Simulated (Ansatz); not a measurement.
Two shapes of doublet C2N.

Shape 1:

```xyz
3

C     0.0000    0.0000   -1.1827
N     0.0000    0.0000    0.0000
C     0.0000    0.0000    1.1827
```

Shape 2:

```xyz
3

C     0.0000    0.0000   -1.2450
N     0.0000    0.0000    0.0000
C     0.0000    0.0000    1.2450
```

Basis set: def2-SVP (spherical functions). Correlated methods keep 3 orbitals frozen. Correlation on ROHF uses semicanonical orbitals with singles. Charge 0, multiplicity 2.

Computed with Ansatz (development build ahead of 0.2.0); each method stands on the lowest determinant of its kind that the runs found.

(1) Which shape is lower in energy, and by how much in each method?

Answers

(1)

```json
{"method": "ROHF", "E(2) − E(1) (eV)": "-0.135"}
{"method": "UHF", "E(2) − E(1) (eV)": "-0.224"}
{"method": "UHF-MP2", "E(2) − E(1) (eV)": "-0.328"}
{"method": "ROHF-CCSD(T)", "E(2) − E(1) (eV)": "-0.450"}
{"method": "UHF-CCSD(T)", "E(2) − E(1) (eV)": "-0.446"}
```

Shape 2 is lower. Caution for UHF, UHF-MP2, UHF-CCSD(T): the unrestricted determinant is spin contaminated.
